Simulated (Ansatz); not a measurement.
Task: a relaxed scan of one distance of H₃SSi, SMILES [SiH3][S], with the Ansatz DFT code, driven from Python. Give the script and its output. Level of theory (for the species named): PBE0, def2-SVP basis, multiplicity 2, D3BJ dispersion.

```xyz
5

Si   -0.0867   -0.0281   -0.0081
S     1.9366   -0.3612    0.2477
H    -0.9333   -0.6644    1.0401
H    -0.4868   -0.4926   -1.3477
H    -0.3800    1.4726    0.0266
```

The script, `h3ssi_relaxed_scan.py`:
```python
"""Relaxed scan of one distance in H3SSi."""

import ansatz as az
import numpy as np

geometry_ang = [
    ("Si", (-0.0867, -0.0281, -0.0081)),
    ("S", (1.9366, -0.3612, 0.2477)),
    ("H", (-0.9333, -0.6644, 1.0401)),
    ("H", (-0.4868, -0.4926, -1.3477)),
    ("H", (-0.38, 1.4726, 0.0266)),
]
geometry = az.Crystal.molecule()
for symbol, xyz in geometry_ang:
    geometry = geometry.atom(symbol, xyz)

model = (
    geometry.calculation()
    .basis(gaussian="def2-SVP")
    .functional("pbe0", dispersion="d3bj")
    .spin("collinear", total=1)
)
symbols = [site.symbol for site in geometry.cartesian_sites]
pairs = [(0, 1), (0, 2), (0, 3), (0, 4)]
print("held (A)   E (eV)        ", "  ".join(f"{symbols[i]}{i}-{symbols[j]}{j}" for i, j in pairs))
for length in [1.9, 2.07, 2.23, 2.48, 2.79]:
    r = model.relax(constraints=[az.DistanceConstraint((0, 1), at=length)], force_tolerance=0.02, max_steps=60).run(threads=1, pin="off").report
    xyz = np.array(r["positions_ang"])
    print(f"{length:6.2f} {r['free_energy_ev']:14.5f}  ", "  ".join(f"{np.linalg.norm(xyz[i] - xyz[j]):.3f}" for i, j in pairs))
```

```console
$ python h3ssi_relaxed_scan.py
held (A)   E (eV)         Si0-S1  Si0-H2  Si0-H3  Si0-H4
DeckWarning: relax.constraints: the input's atoms, or those drawn, lie off the distances that are held; a relaxation that starts there is brought onto them ahead of its first SCF, by positions alone, [...]
  1.90   -18747.47568   1.900  1.499  1.500  1.516
  2.07   -18748.00095   2.070  1.494  1.498  1.497
  2.23   -18747.97515   2.230  1.491  1.494  1.491
  2.48   -18747.45901   2.480  1.488  1.489  1.489
  2.79   -18746.60338   2.790  1.485  1.486  1.486
```
(Warnings from the package without file and line, shortened, repeats left out.)

Notes:
- Total energies depend on the basis set; only differences at equal settings carry meaning.
- The energies are electronic: no zero-point or thermal terms, and the basis set is short of its limit.
- The species is open-shell (spin multiplicity 2).
- Timing: 94 s on 1 thread of Arm Neoverse V2, with other jobs on the host, peak memory 0.2 GiB.

(Lines on the test bed's own set-up are left out of the output.)
